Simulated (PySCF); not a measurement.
Level of theory and bond dissociation enthalpies: 1,1-dichloro-1-fluoroethane

Structure: `CC(F)(Cl)Cl` (C2H3Cl2F). Numbering: `[CH3:1][C:2]([F:3])([Cl:4])[Cl:5]`

All levels share the PBE0-D3(BJ)/def2-SVP structures and the PBE0-D3(BJ)/def2-SVP thermal terms; only the single-point energies (PySCF) change. Values are bond dissociation enthalpies (298 K, kJ/mol).

At PBE-D3(BJ)/ma-def2-SVP (grid 1):
```jsonl
{"quantity": "C2–Cl4", "value": "332"}
{"quantity": "C1–C2", "value": "381"}
{"quantity": "C2–F3", "value": "468"}
```

Q: What does M06-2X/def2-TZVP give?

A: C2–Cl4: 336 (change 5); C1–C2: 386 (change 4); C2–F3: 461 (change -7).

Note: ma-def2-SVP is a small basis, whose errors can reach tens of kJ/mol; spin-orbit coupling is left out of the energies, which matters for open shells on the heavier atoms.

Differences come from unrounded values, so a last digit can differ from that of the printed terms.
